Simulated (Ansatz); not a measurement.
Relaxation of AlBH5Si (8 atoms, charge 0, multiplicity 2), to a largest force component of 0.015 eV/Å in at most 40 steps.

Computed with UKS PBE/def2-SVP in Ansatz.

```xyz
8
Properties=species:S:1:pos:R:3
B -1.175 1.044 -1.210
Al -0.029 0.870 0.442
Si 1.085 -1.215 0.981
H -0.681 1.165 -2.281
H -2.282 0.622 -1.227
H 0.412 1.814 1.646
H 2.244 -1.816 0.271
H 0.425 -2.486 1.379
```

Q: Where does it end, and by what steps?

A: The forces met the threshold. The force dipped under the threshold on the way, but the program's further checks kept it going. After 26 steps the energy has fallen by 0.415 eV; H7 moved furthest, 1.49 Å.

```
step  energy less start (eV)  largest force component (eV/Å)  accepted
   0                  0.0000                           0.880       yes
   1                 -0.2072                           0.639       yes
   2                 -0.2574                           0.289       yes
   3                 -0.2814                           0.117       yes
   4                 -0.2939                           0.144       yes
   5                 -0.3017                           0.425       yes
   6                 -0.3348                           0.164       yes
   7                 -0.3562                           0.257       yes
   8                 -0.3711                           0.103       yes
   9                 -0.3788                           0.109       yes
  10                 -0.3772                           0.471        no
  11                 -0.3873                           0.117       yes
  12                 -0.3897                           0.256       yes
  13                 -0.3995                           0.220       yes
  14                 -0.4061                           0.093       yes
  15                 -0.4096                           0.067       yes
  16                 -0.4125                           0.162       yes
  17                 -0.4136                           0.069       yes
  18                 -0.4144                           0.014       yes
  19                 -0.4146                           0.065       yes
  20                 -0.4131                           0.137        no
  21                 -0.4150                           0.028       yes
  22                 -0.4151                           0.023       yes
  23                 -0.4152                           0.016       yes
  24                 -0.4152                           0.010       yes
  25                 -0.4153                           0.014       yes
  26                 -0.4153                           0.011       yes
```

```xyz
8
Properties=species:S:1:pos:R:3
B -1.365 0.959 -1.103
Al 0.177 0.770 0.339
Si 1.110 -1.391 0.799
H -1.135 1.210 -2.276
H -2.546 0.816 -0.830
H 0.809 1.980 1.189
H 2.247 -1.664 1.751
H 0.701 -2.678 0.131
```

Whether the end is a true minimum wasn't checked by a vibrational analysis.

The run took 17 s on 2 threads of AMD EPYC 9R45 96-Core Processor (Zen 5), on a shared host, peak memory 0.18 GiB.
